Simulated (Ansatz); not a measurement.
Total energies of Mg2H (the lowest doublet isomer of a short search) from Ansatz at PBE-D4/def2-TZVP, gas phase (1 Eh = 27.2114 eV = 2625.5 kJ/mol). The reference geometry is relaxed at PBE0-D4/def2-TZVP.

```xyz
3

Mg    1.089    2.373   -0.051
Mg   -0.182   -0.399    0.003
H    -0.907   -1.975    0.048
```

```
                 state                      geometry  energy (Eh)
      charge 0 doublet                     reference   -400.45597
      charge 1 singlet                     reference   -400.24172
      charge 1 singlet  relaxed at PBE0-D4/def2-TZVP   -400.24230
      charge 0 quartet  relaxed at PBE0-D4/def2-TZVP   -400.36213
free Mg atom (singlet)                             –   -199.94297
 free H atom (doublet)                             –     -0.49962
```

Q: Work out the vertical ionisation energy to the singlet.

A: E(charge 1 singlet) − E(charge 0 doublet) = -400.24172 − (-400.45597) = 0.21425 Eh = 5.83 eV. For comparison, −ε of the highest occupied level of the spin that leaves is 3.48 eV at this level, 2.35 eV less.

Q: How much does the charge 1 singlet relax, and what is the adiabatic ionisation energy?

A: Relaxation: -400.24172 − (-400.24230) = 0.00058 Eh = 0.02 eV. Adiabatic ionisation energy: 0.21367 Eh = 5.81 eV, without zero-point energy. 

Q: Which of the charge 0 states is lowest, and how far above it are the others?

A: The doublet. quartet: -400.36213 − (-400.45597) = 0.09384 Eh = 246.4 kJ/mol.

Q: What is the binding energy per atom against free atoms?

A: Atoms: 2 × (-199.94297) + 1 × (-0.49962) = -400.38556 Eh. Binding: -400.38556 − (-400.45597) = 0.07041 Eh = 1.92 eV, or 0.64 eV for each of 3 atoms (no zero-point energy, no counterpoise term).

The restricted singlet is unstable towards broken spin symmetry in Hartree–Fock (as tested in another run); at PBE-D4/def2-TZVP this wasn't settled. 

The structure comes from a short search, and lower isomers may exist.
